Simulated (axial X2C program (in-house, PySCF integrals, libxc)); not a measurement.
**Low determinants of CH at the PBE0 level, with spin–orbit coupling**

All values were computed with an in-house relativistic program for diatomic molecules. Two-component (2c) means X2C with spin–orbit coupling and atomic mean-field two-electron Coulomb and Gaunt terms; the speed of light was multiplied by 1.5, so these are model numbers, not those of the real molecule. Basis: C dyall-v3z [7s6p2d1f], H dyall-v3z [6s2p1d] (cores contracted in-house); Gaussian nuclei, density fitting, unrestricted open shells. Masses: C 12.000 u, H 1.008 u.

Search at 1.125 Å (vertical energies from the lowest determinant):

| ΔE (eV) | state | electrons beyond evenly filled partner blocks | electrons in ±ω = 1/2, 3/2, 5/2, 7/2 |
| --- | --- | --- | --- |
| 0.00 | Ω = 1/2 | ω = 1/2 | 7 0 0 0 |
| 0.00 | Ω = 3/2 | ω = 3/2 | 6 1 0 0 |
| 1.82 | Ω = 1/2 | 2 × ω = -1/2, ω = 3/2 | 6 1 0 0 |
| 2.65 | Ω = 5/2 | 2 × ω = 1/2, ω = 3/2 | 6 1 0 0 |
| 2.65 | Ω = 1/2 | ω = 1/2 | 5 2 0 0 |

Lowest determinant, Ω = 1/2 (⟨Sz⟩ = -0.50, ⟨Lz⟩ = 1.00 at PBE0): Re = 1.125 Å, ωe = 2847.3 cm⁻¹.

The determinant in row 2 of the search, Ω = 3/2 (⟨Sz⟩ = 0.50, ⟨Lz⟩ = 1.00 at PBE0), was followed along the bond at PBE0; measured from the minimum of the lowest determinant it gives:

Te = 0.002 eV (14 cm⁻¹), Re = 1.125 Å, ωe = 2847.4 cm⁻¹.

(1) Compare the bond of the determinant in row 2 with that of the lowest one.

The search compares states at one distance, so a state with another bond length can lie lower; it is not exhaustive and yields mostly the lowest determinant of each block pattern, so other components and higher states of one pattern are missing. These are energies of single determinants, not of spin-adapted states; PBE0 term energies can be off by some tenths of an eV, and the functional has no current term. The lowest determinant need not be the ground state where others lie within half an eV.

Results:

(1) At PBE0 its Re is the same within 0.001 Å and its force constant, which goes as ωe², is 1.00 times that of the lowest determinant. T0 ≈ Te + Δωe/2 = 14 + (0) = 14 cm⁻¹.
